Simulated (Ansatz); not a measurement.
SiH2, SMILES [SiH2] (connectivity only; charge and spin as stated), neutral, multiplicity 1.

Geometry optimised at r2SCAN-D4/def2-TZVPD. The isomer is the one that the SMILES or the coordinates give; other isomers of the formula were not compared.

Two levels are set side by side: PBE/def2-TZVPD (Ansatz, a first-principles code) and ωB97X-V/def2-TZVPD (Ansatz). Energy differences of separate SCF runs at the same geometry; the states with an electron removed or added have multiplicity 2 and 2. Differences are taken from unrounded values.

```csv
quantity,ωB97X-V
vertical ionisation energy (eV),9.45
vertical electron affinity (eV),0.92
vertical singlet–triplet gap (eV),1.36
```

What does PBE give, and how far is it from ωB97X-V? (An estimate is asked for; the answer gives what the named calculation found.)


```tsv
quantity	PBE	PBE minus ωB97X-V
vertical ionisation energy (eV)	9.37	-0.08
vertical electron affinity (eV)	1.10	0.18
vertical singlet–triplet gap (eV)	1.09	-0.27
```
